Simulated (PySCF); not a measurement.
Compound: C3H3F2O (charge +1).
Atom-mapped SMILES: `[O+:1]#[C:2][CH2:3][CH:4]([F:5])[F:6]` (hydrogens: H7, H8 on C3; H9 on C4)

Level of theory: core-valence-separated Tamm–Dancoff BHandHLYP/aug-pcX-1 (pcseg-1 on H) in PySCF, non-relativistic, gas phase, PBE0-D3(BJ)/def2-SVP geometry. The energies are unshifted.

Question: Give energies, oscillator strengths and core holes at the F K edge.

Answer: 
| E (eV) | f | core hole on | main final orbital |
| --- | --- | --- | --- |
| 684.58 | 0.0010 | F5 | LUMO (97 %) |
| 684.68 | 0.0088 | F6 | LUMO (92 %) |
| 685.11 | 0.0006 | F5 | LUMO+1 (97 %) |
| 685.50 | 0.0008 | F6 | LUMO+1 (99 %) |
| 686.85 | 0.0376 | F5 | LUMO+7 (33 %) |
| 687.15 | 0.0257 | F6 | spread |
| 687.65 | 0.0049 | F5 | LUMO+2 (86 %) |
| 687.93 | 0.0033 | F6 | LUMO+2 (88 %) |
| 688.66 | 0.0076 | F5 | LUMO+5 (43 %) |
| 688.89 | 0.0099 | F6 | LUMO+7 (44 %) |
| 689.08 | 0.0037 | F6 | LUMO+3 (73 %) |

The first line with a tenth or more of the strongest one's intensity is at 684.68 eV (f = 0.009), with the hole on F6 (fluorine of a CF2 group). The strongest listed is at 686.85 eV (f = 0.038; F5).

Question: What does the C 1s absorption edge look like?

Answer: 
| E (eV) | f | core hole on | main final orbital | polarisation |
| --- | --- | --- | --- | --- |
| 284.85 | 0.0002 | C3 | LUMO (99 %) | – |
| 284.98 | 0.0869 | C2 | LUMO (91 %) | across the triple bond |
| 285.09 | 0.0886 | C2 | LUMO+1 (91 %) | across the triple bond |
| 285.11 | 0.0011 | C3 | LUMO+1 (99 %) | – |
| 287.44 | 0.0512 | C3 | LUMO+2 (52 %) | – |
| 287.83 | 0.0348 | C4 | LUMO (89 %) | – |
| 288.61 | 0.0353 | C3 | LUMO+2 (32 %) | – |
| 288.95 | 0.0488 | C3 | LUMO+3 (41 %) | – |
| 289.28 | 0.0020 | C4 | LUMO+1 (98 %) | – |
| 290.02 | 0.0264 | C3 | LUMO+5 (34 %) | – |
| 290.75 | 0.0711 | C4 | spread | – |
| 290.90 | 0.0018 | C3 | LUMO+4 (36 %) | – |
| 291.20 | 0.0575 | C4 | spread | – |
| 291.38 | 0.0049 | C3 | spread | – |
| 291.53 | 0.0003 | C2 | LUMO+2 (73 %) | – |

The first line with a tenth or more of the strongest one's intensity is at 284.98 eV (f = 0.087), with the hole on C2 (triply bonded carbon), polarised across the triple bond: a 1s→π* resonance. The strongest listed is at 285.09 eV (f = 0.089; C2).

Question: List the oxygen K-edge absorption lines.

Answer: 
```csv
E (eV),f,core hole on,main final orbital,polarisation
531.56,0.0498,O1,LUMO (94 %),across the triple bond
531.76,0.0498,O1,LUMO+1 (94 %),across the triple bond
537.96,0.0095,O1,LUMO+2 (78 %),along the triple bond
540.95,0.0018,O1,LUMO+3 (72 %),mixed
541.05,0.0041,O1,LUMO+4 (32 %),mixed
541.16,0.0137,O1,LUMO+4 (43 %),along the triple bond
541.55,0.0009,O1,LUMO+6 (41 %),–
```

The first line with a tenth or more of the strongest one's intensity is at 531.56 eV (f = 0.050), with the hole on O1 (oxygen bonded to C), polarised across the triple bond: a 1s→π* resonance. The strongest listed is at 531.76 eV (f = 0.050; O1).

Roots within 0.03 eV whose holes lie on the same, on equivalent or on shared atoms are summed into one line, and the highest roots are left out, as the search may have cut off their partners. Final orbitals are the ground state's empty Kohn–Sham orbitals. A dash: too weak, shared between unlike atoms, or no plane or axis to refer to.

Question: What length of transition dipole belongs to the line at 686.85 eV?

Answer: From f = (2/3) ΔE |μ|² in atomic units, with ΔE = 25.241 Eh and f = 0.0376: |μ| = 0.047 au = 0.12 D.

Only the lowest roots of each edge were sought.

Shape of the structure used: `[O+:1]#[C:2][CH2:3][CH:4]([F:5])[F:6]`: C2–C3–C4–F5 47°.

One conformer stands for the species.
